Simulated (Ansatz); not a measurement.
**SOF₂: vertical ionisation energy**

Aim: the vertical ionisation energy of SOF₂, as cation minus neutral at the neutral's geometry, on several levels, and how well −ε(HOMO) stands in for it.

Method: unrestricted cation, the program's frozen cores in correlated methods; program: Ansatz 0.2.0, Gaussian basis.

Levels to be run: UKS PBE-D4/def2-TZVPP; UKS r2SCAN-D4/def2-TZVPP; UKS PBE0-D4/def2-TZVPP; UKS B3LYP-D4/def2-TZVPP; UKS wB97X-V/def2-TZVPP; UKS wB97M-V/def2-TZVPP; UKS B2PLYP/def2-TZVPP; UHF-CCSD(T)/def2-TZVPP; UHF-CCSD(T)/def2-QZVPP; extrapolation to the limit; then −ε(HOMO) from the neutral's earlier runs with LDA (SPW92), PBE-D4, revPBE-D4, BLYP-D4, r2SCAN-D4, B97M-V, PBE0-D4, B3LYP-D4, r2SCANh-D4, r2SCAN0-D4, HSE06-D4, BHLYP-D4, CAM-B3LYP-D4, LC-ωPBE, ωB97X-V, ωB97M-V.

## 1. Structure used throughout

All runs share one geometry, relaxed beforehand with PBE0-D4 in a triple-zeta def2 set.

4 atoms, charge 0, spin multiplicity 1.

Atoms are counted from 1 here; the program's logs count them from 0.

Bond lengths: O1–S2 1.419 Å, S2–F3 1.588 Å, S2–F4 1.588 Å. Angles: O1–S2–F3 106.5°, O1–S2–F4 106.5°, F3–S2–F4 93.0°.

## 2. Cation, UKS PBE-D4/def2-TZVPP

Input file in.yaml:

```yaml
crystal:
  periodic: [false, false, false]
  atoms:
    - {symbol: O, position_ang: [0.932398, 0.066621, -1.017848]}
    - {symbol: S, position_ang: [-0.151269, -0.426192, -0.245659]}
    - {symbol: F, position_ang: [-1.124430, 0.804198, 0.000357]}
    - {symbol: F, position_ang: [0.343312, -0.444627, 1.263140]}
basis:
  gaussian: {orbitals: def2-TZVPP}
total_charge: 1
magnetization: {spin_polarized: true, initial_magnetization: 1}
hamiltonian: {xc: pbe, dispersion: d4}
```

On the command line:

```
> ansatz run in.yaml --threads 2 --pin off --events-out ev --progress --plain --max-ram 32768MiB --backend cpu
```

Further steps of the session: Cation, UKS r2SCAN-D4/def2-TZVPP; Cation, UKS PBE0-D4/def2-TZVPP; Cation, UKS B3LYP-D4/def2-TZVPP; Cation, UKS wB97X-V/def2-TZVPP; Cation, UKS wB97M-V/def2-TZVPP; Cation, UKS B2PLYP (frozen core)/def2-TZVPP; Cation, UHF-CCSD(T)/def2-TZVPP; Cation, UHF-CCSD(T)/def2-QZVPP.

**Question.** What will the summary of the whole plan be? Wanted: ionisation energy, CCSD(T)/CBS; nearest functional by difference; nearest −ε(HOMO); −ε(HOMO) of PBE; T1 of the cation.

As calculated:

| quantity | value |
| --- | --- |
| ionisation energy, CCSD(T)/CBS | 12.76 eV |
| nearest functional by difference | B2PLYP (-0.22 eV) |
| nearest −ε(HOMO) | LC-ωPBE (-0.31 eV) |
| −ε(HOMO) of PBE | 8.08 eV |
| T1 of the cation | 0.041 |

What this shows: Energy differences with functionals land within 0.61 eV of the reference. The PBE orbital energy is 4.7 eV too small: a semilocal HOMO is no ionisation energy. Among orbital estimates LC-ωPBE comes nearest. Hartree-Fock falls 1.30 eV short, as the neutral has more correlation energy than the cation. The cation's T1 (from the report) is 0.041, near the customary mark of 0.045 for open shells, so the coupled-cluster value is less safe.
